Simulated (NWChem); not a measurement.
System: CHO, doublet; SMILES O=[CH]

Output (shortened):

```
             Northwest Computational Chemistry Package (NWChem) 7.3.0
             --------------------------------------------------------

 CS  symmetry detected

                             Geometry "geometry" -> ""
                             -------------------------

 Output coordinates in angstroms (scale by  1.889725989 to convert to a.u.)

  No.       Tag          Charge          X              Y              Z
 ---- ---------------- ---------- -------------- -------------- --------------
    1 C                    6.0000     0.13075400     0.57834846     0.00000000
    2 O                    8.0000    -0.00531778    -0.59954664     0.00000000
    3 H                    1.0000    -0.74198176     1.32628234     0.00000000

 Effective nuclear repulsion energy (a.u.)      26.2374210055

      Symmetry information
      --------------------

 Group name             Cs
 Group number              2
 Group order               2
 No. of unique centers     3

                                Z-matrix (autoz)
                                --------

 Units are Angstrom for bonds and degrees for angles

      Type          Name      I     J     K     L     M      Value
      ----------- --------  ----- ----- ----- ----- ----- ----------
    1 Stretch                  1     2                       1.18573
    2 Stretch                  1     3                       1.14938
    3 Bend                     2     1     3               124.00689

  pbe96 is a nonlocal functional; adding pw91lda local functional.

                           NWChem Geometry Optimization
                           ----------------------------

 maximum gradient threshold         (gmax) =   0.000450
 rms gradient threshold             (grms) =   0.000300
 maximum cartesian step threshold   (xmax) =   0.001800
 rms cartesian step threshold       (xrms) =   0.001200
 fixed trust radius                (trust) =   0.300000
 source of zmatrix                         =   autoz

          -------------------
          Energy Minimization
          -------------------

 Using diagonal initial Hessian
 Scaling for Hessian diagonals: bonds = 1.00  angles = 0.25  torsions = 0.10

          --------
          Step   0

                                 NWChem DFT Module
                                 -----------------

 Summary of "ao basis" -> "ao basis" (spherical)
 ------------------------------------------------------------------------------
       Tag                 Description            Shells   Functions and Types
 ---------------- ------------------------------  ------  ---------------------
 C                          pcseg-1                  6       14   3s2p1d
 O                          pcseg-1                  6       14   3s2p1d
 H                          pcseg-1                  3        5   2s1p

      Symmetry analysis of basis
      --------------------------

        a'         24
        a"          9

            General Information
            -------------------
          SCF calculation type: DFT
          Wavefunction type:  spin polarized.
          No. of atoms     :     3
          No. of electrons :    15
           Alpha electrons :     8
            Beta electrons :     7
          Charge           :     0
          Spin multiplicity:     2
          Use of symmetry is: on ; symmetry adaption is: on
          Maximum number of iterations: 150
          AO basis - number of functions:    33
                     number of shells:    15
          Convergence on energy requested:  1.00D-06
          Convergence on density requested:  1.00D-05
          Convergence on gradient requested:  5.00D-04

              XC Information
              --------------
          PerdewBurkeErnzerhof Exchange Functional  1.000
            Perdew 1991 LDA Correlation Functional  1.000 local
           PerdewBurkeErnz. Correlation Functional  1.000 non-local

             Grid Information
             ----------------
          Grid used for XC integration:  medium
          Radial quadrature: Mura-Knowles
          Angular quadrature: Lebedev.
          Tag              B.-S. Rad. Rad. Pts. Rad. Cut. Ang. Pts.
          ---              ---------- --------- --------- ---------
          C                   0.70       49           6.0       434
          O                   0.60       49           7.0       434
          H                   0.35       45           6.0       434
          Grid pruning is: on
          Number of quadrature shells:   143
          Spatial weights used:  Erf1

      Superposition of Atomic Density Guess
      -------------------------------------

 Sum of atomic energies:        -112.88546365

      Non-variational initial energy
      ------------------------------

 Total energy =    -113.344527
 1-e energy   =    -205.474884
 2-e energy   =      65.892936
 HOMO         =      -0.125791
 LUMO         =      -0.011383

   Symmetry analysis of molecular orbitals - initial alpha
   -------------------------------------------------------

  Numbering of irreducible representations:

     1 a'          2 a"

  Orbital symmetries:

     1 a'          2 a'          3 a'          4 a'          5 a'
     6 a"          7 a'          8 a'          9 a"         10 a'
    11 a'         12 a"         13 a'         14 a'         15 a'
    16 a'         17 a'         18 a"

   Symmetry analysis of molecular orbitals - initial beta
   ------------------------------------------------------

  Numbering of irreducible representations:

[...]

      ----------------------
      Optimization converged
      ----------------------

  Step       Energy      Delta E   Gmax     Grms     Xrms     Xmax
  ---- ---------------- -------- -------- -------- -------- --------
@    3    -113.70865226 -2.2D-07  0.00002  0.00001  0.00054  0.00108
                                     ok       ok       ok       ok

                                Z-matrix (autoz)
                                --------

 Units are Angstrom for bonds and degrees for angles

      Type          Name      I     J     K     L     M      Value     Gradient
      ----------- --------  ----- ----- ----- ----- ----- ---------- ----------
    1 Stretch                  1     2                       1.18903    0.00002
    2 Stretch                  1     3                       1.14472   -0.00000
    3 Bend                     2     1     3               123.10665   -0.00000

                         Geometry "geometry" -> "geometry"
                         ---------------------------------

 Output coordinates in angstroms (scale by  1.889725989 to convert to a.u.)

  No.       Tag          Charge          X              Y              Z
 ---- ---------------- ---------- -------------- -------------- --------------
    1 C                    6.0000     0.13453858     0.58281782     0.00000000
    2 O                    8.0000    -0.00961620    -0.59743854     0.00000000
    3 H                    1.0000    -0.74146792     1.31970488     0.00000000

 Effective nuclear repulsion energy (a.u.)      26.1990665525

      Symmetry information
      --------------------

 Group name             Cs
 Group number              2
 Group order               2
 No. of unique centers     3

                Final and change from initial internal coordinates
                --------------------------------------------------

                                Z-matrix (autoz)
                                --------

 Units are Angstrom for bonds and degrees for angles

      Type          Name      I     J     K     L     M      Value       Change
      ----------- --------  ----- ----- ----- ----- ----- ---------- ----------
    1 Stretch                  1     2                       1.18903    0.00330
    2 Stretch                  1     3                       1.14472   -0.00466
    3 Bend                     2     1     3               123.10665   -0.90024

[...]

 Rotational Constants
 --------------------
 A=  22.338102 cm-1  ( 32.138828 K)
 B=   1.467337 cm-1  (  2.111123 K)
 C=   1.376892 cm-1  (  1.980996 K)

 Temperature                      =   298.15K
 frequency scaling parameter      =   1.0000

 Zero-Point correction to Energy  =    7.860 kcal/mol  (  0.012525 au)
 Thermal correction to Energy     =    9.654 kcal/mol  (  0.015385 au)
 Thermal correction to Enthalpy   =   10.246 kcal/mol  (  0.016329 au)

 Total Entropy                    =   52.309 cal/mol-K
   - Translational                =   36.012 cal/mol-K (mol. weight =  29.0027)
   - Rotational                   =   16.225 cal/mol-K (symmetry #  =        1)
   - Vibrational                  =    0.071 cal/mol-K

 Cv (constant volume heat capacity) =    6.281 cal/mol-K
   - Translational                  =    2.979 cal/mol-K
   - Rotational                     =    2.979 cal/mol-K
   - Vibrational                    =    0.322 cal/mol-K

[normal modes left out]

 ----------------------------------------------------------------------------
 Normal Eigenvalue ||           Projected Infra Red Intensities
  Mode   [cm**-1]  || [atomic units] [(debye/angs)**2] [(KM/mol)] [arbitrary]
 ------ ---------- || -------------- ----------------- ---------- -----------
    1        0.000 ||    0.000888           0.020         0.866       0.281
    2        0.000 ||    0.000701           0.016         0.684       0.222
    3        0.000 ||    0.043401           1.001        42.309      13.742
    4        0.000 ||    0.003629           0.084         3.538       1.149
    5        0.000 ||    0.005004           0.115         4.878       1.584
    6        0.000 ||    0.000033           0.001         0.032       0.011
    7     1075.008 ||    0.037085           0.856        36.153      11.743
    8     1876.784 ||    0.083612           1.929        81.509      26.474
    9     2548.656 ||    0.109885           2.535       107.121      34.793
 ----------------------------------------------------------------------------
```

Level: PBE/pcseg-1, spin-unrestricted. In the optimisation the excess spin sits in a' (Cs, its own frame). No stability test was run on the SCF state.

Problem. Write an input that gives this output.

Solution. One answer among several that fit: the input that was run:
```
start job
memory heap 200 mb stack 900 mb global 1100 mb
geometry units angstroms
  C      0.151967     0.570635     0.000000
  O     -0.013773    -0.603453     0.000000
  H     -0.701625     1.340345     0.000000
end
basis spherical
  C library pcseg-1
  O library pcseg-1
  H library pcseg-1
end
dft
  odft
  mult 2
  xc xpbe96 cpbe96
  iterations 150
end
driver
  maxiter 120
end
task dft optimize
task dft freq
```
